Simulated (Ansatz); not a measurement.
Ansatz input

```yaml
crystal:
  lattice:
    - [3.6578224059, 0.0, 0.0]
    - [-1.8289112029, 3.167767126, 0.0]
    - [0.0, 0.0, 5.811487685]
  atoms:
    - { symbol: "Y", position: [0.3333333333, 0.6666666667, 0.25], spin: 0.327 }
    - { symbol: "Y", position: [0.6666666667, 0.3333333333, 0.75], spin: 0.327 }
hamiltonian:
  xc: mr2scan
  pseudopotentials:
    kind: paw
    azcp:
      "Y": "pseudopotentials/Y.paw.azcp"
basis:
  ecutwfc: 500
  fft_grid_basis: typed
kpoints:
  mp_grid: { grid: [16, 16, 9], shift: [0, 0, 0] }
magnetization:
  spin_polarized: true
scf:
  occupations: { method: fermi_dirac, width: 0.05 }
```

Terminal output

```
Engine: ansatz 0.2.0, x86_64-unknown-linux-gnu
Pseudopotentials: kind: paw
Pseudopotential: Y, paw, valence charge 11, recommended cutoff 500 eV (meta_gga) 
Functional definition: m-r2SCAN
  exchange = m_r2scan_x
  correlation = m_r2scan_c
Crystal: 2 atoms, lattice volume = 67.338 Å³
Basis set: ecut = 500 eV, 1725 PW (Γ), exchange–correlation on 108×108×180 points (64 copies of the dense FFT grid, shifted against one another)
Bands: 16, of which v1, the nominal top of the filled ones, is band 11 counted from 1 (10 counted from 0)
Symmetry: 24 space group operations
Space group: P63/mmc (ITA 194), of the structure as read, at distance tolerance 4.1e-5 Å
Magnetic group: BNS 194.263 (UNI 1493), of the structure as read, at distance tolerance 4.1e-5 Å
k-points: 150 of 2304
Non-local potential: Y, projectors of the file, l = 0: 3, l = 1: 2, l = 2: 2, l = 3: 1
PAW form: soft (Blöchl's): semilocal exchange-correlation on the pseudo side does not see the compensation charge
PAW frozen core: Y, regenerated for the run's functional (the file was generated under x = pbe(κ = 0.804, μ = 0.2195149727645171), c = pbe(β = 0.06672455060314922))
PAW one-centre angular grid: Y, 590 points (default); XC on 160 Gauss nodes
Initial density: superposition of atomic densities (chi_scale 0.1, normalization cell)
Starting moments: Σ|m| = 0.654 μB on 2 of 2 sites
Initial wavefunctions: pseudopotential atomic-orbital guess
Functional: x = mr2scan, c = mr2scan; τ floored in thin density (d = 2e-4 eV/Å³)
iter 1 solved again at ethr=1.22e-3 eV; its pass at ethr=3.10e-3 eV (dr2=2.69e-1 eV) is discarded
SCF iter   1: F=—  HF=-7719.344948 eV  |F-HF|=—  |Δ(HF+E_count)|=         —  Δρ=1.09e-2 (↑1.09e-2 ↓6.36e-3)  dr2=2.81e-1  dr2_τ=1.76e-3  dr2_m=6.57e-3  M=0.545 μB ∫|m|=0.545 μB  β_m=1.00  ethr=1.22e-3  ⟨swp⟩=1.9  Hψ=28163  notcnv=0
Mixer restart at iter 1: flushing history
spin=Collinear: Kerker preconditioning applied to the charge; magnetization (m = ρ↑ − ρ↓) channel mixes plain (no charge-response kernel on spin).
SCF iter   2: F=—  HF=-7719.454909 eV  |F-HF|=—  |Δ(HF+E_count)|=         —  Δρ=7.12e-3 (↑7.12e-3 ↓6.32e-3)  dr2=1.77e-1  dr2_τ=2.76e-4  dr2_m=8.15e-4  M=0.626 μB ∫|m|=0.626 μB  β_m=1.00  ethr=1.22e-3  ⟨swp⟩=2.0  Hψ=7103  notcnv=0
Mixer restart at iter 2: flushing history
SCF iter   3: F=—  HF=-7719.445958 eV  |F-HF|=—  |Δ(HF+E_count)|=   8.95e-3  Δρ=5.52e-3 (↑5.52e-3 ↓5.45e-3)  dr2=1.14e-1  dr2_τ=2.89e-4  dr2_m=1.24e-3  M=0.780 μB ∫|m|=0.780 μB  β_m=0.65  ethr=8.04e-4  ⟨swp⟩=1.3  Hψ=4915  notcnv=0  κ⁻¹=1.0e0(r=1)
SCF iter   4: F=—  HF=-7719.447195 eV  |F-HF|=—  |Δ(HF+E_count)|=   1.24e-3  Δρ=2.13e-3 (↑1.41e-3 ↓2.13e-3)  dr2=4.87e-3  dr2_τ=1.81e-4  dr2_m=5.88e-4  M=1.208 μB ∫|m|=1.208 μB  β_m=1.00  ethr=5.20e-4  ⟨swp⟩=2.3  Hψ=9040  notcnv=0  κ⁻¹=6.3e-3(r=2)
SCF iter   5: F=—  HF=-7719.447212 eV  |F-HF|=—  |Δ(HF+E_count)|=   1.62e-5  Δρ=1.23e-3 (↑1.06e-3 ↓1.23e-3)  dr2=2.39e-3  dr2_τ=3.20e-5  dr2_m=4.58e-5  M=1.207 μB ∫|m|=1.207 μB  β_m=1.00  ethr=2.21e-5  ⟨swp⟩=2.2  Hψ=6489  notcnv=0  κ⁻¹=6.1e-3(r=3)
SCF iter   6: F=—  HF=-7719.445158 eV  |F-HF|=—  |Δ(HF+E_count)|=   2.05e-3  Δρ=6.29e-4 (↑6.29e-4 ↓4.42e-4)  dr2=4.67e-4  dr2_τ=5.40e-6  dr2_m=3.11e-5  M=1.170 μB ∫|m|=1.170 μB  β_m=1.00  ethr=1.09e-5  ⟨swp⟩=2.2  Hψ=6186  notcnv=0  κ⁻¹=1.5e-3(r=4)
SCF iter   7: F=—  HF=-7719.445423 eV  |F-HF|=—  |Δ(HF+E_count)|=   2.66e-4  Δρ=1.33e-4 (↑1.33e-4 ↓1.17e-4)  dr2=2.02e-5  dr2_τ=3.60e-7  dr2_m=3.54e-6  M=1.136 μB ∫|m|=1.136 μB  β_m=1.00  ethr=2.12e-6  ⟨swp⟩=2.6  Hψ=7584  notcnv=0  κ⁻¹=2.6e-4(r=5)
SCF iter   8: F=—  HF=-7719.445375 eV  |F-HF|=—  |Δ(HF+E_count)|=   4.87e-5  Δρ=6.82e-5 (↑6.82e-5 ↓6.32e-5)  dr2=8.51e-6  dr2_τ=1.75e-7  dr2_m=8.07e-8  M=1.129 μB ∫|m|=1.129 μB  β_m=1.00  ethr=9.19e-8  ⟨swp⟩=2.0  Hψ=7117  notcnv=0  κ⁻¹=2.1e-5(r=6)
SCF iter   9: F=—  HF=-7719.445275 eV  |F-HF|=—  |Δ(HF+E_count)|=   9.93e-5  Δρ=4.32e-5 (↑4.32e-5 ↓4.20e-5)  dr2=2.44e-6  dr2_τ=6.17e-8  dr2_m=4.88e-7  M=1.130 μB ∫|m|=1.130 μB  β_m=1.00  ethr=3.87e-8  ⟨swp⟩=2.0  Hψ=8083  notcnv=0  κ⁻¹=3.8e-6(r=7)
SCF iter  10: F=—  HF=-7719.445284 eV  |F-HF|=—  |Δ(HF+E_count)|=   8.16e-6  Δρ=2.69e-5 (↑2.69e-5 ↓2.48e-5)  dr2=1.79e-7  dr2_τ=2.33e-8  dr2_m=3.57e-7  M=1.135 μB ∫|m|=1.135 μB  β_m=1.00  ethr=1.11e-8  ⟨swp⟩=2.0  Hψ=8126  notcnv=0  κ⁻¹=5.0e-7(r=8)
SCF iter  11: F=—  HF=-7719.445282 eV  |F-HF|=—  |Δ(HF+E_count)|=   1.73e-6  Δρ=1.38e-5 (↑1.32e-5 ↓1.38e-5)  dr2=6.95e-8  dr2_τ=3.81e-9  dr2_m=8.27e-8  M=1.137 μB ∫|m|=1.137 μB  β_m=1.00  ethr=8.13e-10  ⟨swp⟩=2.0  Hψ=7574  notcnv=0  κ⁻¹=2.1e-7(r=8)
SCF iter  12: F=—  HF=-7719.445277 eV  |F-HF|=—  |Δ(HF+E_count)|=   5.15e-6  Δρ=4.23e-6 (↑4.03e-6 ↓4.23e-6)  dr2=3.03e-8  dr2_τ=3.60e-10  dr2_m=1.08e-9  M=1.138 μB ∫|m|=1.138 μB  β_m=1.00  ethr=3.16e-10  ⟨swp⟩=2.0  Hψ=8287  notcnv=0  κ⁻¹=2.6e-6(r=8)
SCF iter  13: F=—  HF=-7719.445276 eV  |F-HF|=—  |Δ(HF+E_count)|=   4.20e-7  Δρ=3.24e-6 (↑3.24e-6 ↓2.89e-6)  dr2=9.25e-9  dr2_τ=2.55e-10  dr2_m=3.04e-9  M=1.137 μB ∫|m|=1.137 μB  β_m=1.00  ethr=1.38e-10  ⟨swp⟩=1.0  Hψ=14119  notcnv=0  κ⁻¹=1.7e-6(r=8)
SCF iter  14: F=—  HF=-7719.445276 eV  |F-HF|=—  |Δ(HF+E_count)|=   2.77e-8  Δρ=8.80e-7 (↑7.35e-7 ↓8.80e-7)  dr2=5.60e-10  dr2_τ=3.03e-11  dr2_m=1.57e-10  M=1.137 μB ∫|m|=1.137 μB  β_m=1.00  ethr=4.21e-11  ⟨swp⟩=2.0  Hψ=9319  notcnv=0  κ⁻¹=4.9e-7(r=8)
SCF iter  15: F=-7719.445276 eV  HF=-7719.445276 eV  |F-HF|=8.55e-10  |Δ(HF+E_count)|=   1.66e-9  Δρ=5.84e-7 (↑5.03e-7 ↓5.84e-7)  dr2=3.72e-10  dr2_τ=1.87e-11  dr2_m=1.31e-11  M=1.137 μB ∫|m|=1.137 μB  ethr=2.54e-12  ⟨swp⟩=1.0  Hψ=14059  notcnv=0
SCF 1 converged in 15 iterations: F = -7719.445276 eV  dr2 = 3.72e-10
this state was not tested for a lower state beside it, because the mixer in use, unlike msr1, does not test its closes by its own steps (another_mixer; see scf.mixing.algorithm and scf.lower_state_search)
SCF converged after 15 iterations
Magnetization: 1.1368 μB (11.5684 up, 10.4316 down)
Absolute magnetization: 1.1368 μB (∫|ρ↑−ρ↓|, with the PAW one-centre terms)
Spin contamination: 0.0055 ħ² per cell (⟨S²⟩ above its minimum at these occupations)
Per-site moments (μB) at R_I (Å): [(0.324289252014103, 1.4817442999775567), (0.3242892520141032, 1.4817442999775567)]
Free energy (F): -7719.445276 eV
Harris-Foulkes:  -7719.445276 eV  (|F-HF|=8.55e-10)
Internal energy: -7719.425410 eV  (E = F + TS)
E sigma→0 (E₀):  -7719.435343 eV
Entropy (-TS):   -0.019866 eV (-9.933 meV/atom)
Fermi energy:    9.120867 eV
--- Per-component energies (eV) ---
  E_band       = -267.251606
  E_kinetic    = 607.170243
  E_local      = -1242.719286  (includes V_loc(G=0)·N_el)
  E_nonlocal   = 99.550199
  E_hartree    = 392.847006
  E_xc         = -334.491874
  E_vxc        = -441.987594  (∫ρ·V_xc dr)
  E_paw        = -5683.242187  (= ΣΔE_a)
  E_vpaw       = -99.137574  (= ΣTr[D̂ρ^β])
  E_aug_tail   = 0.000006  (compensation charges beyond the density's cutoff)
  E_vtau       = 24.178499  (kinetic-family band-sum trace: ∫τ·v_τ [+ j·A + Jᵃ·Aᵃ] dr)
  E_ewald      = -1558.231610
  E_core_change = -0.307907  (= ΣΔE_core)
  E_smearing   = -0.019866  (= −TS)
  E_closure    = 0.000000  (closes the sum)
  Σ components = -7719.445276   (vs F -7719.445276, Δ=0.00e0)
```
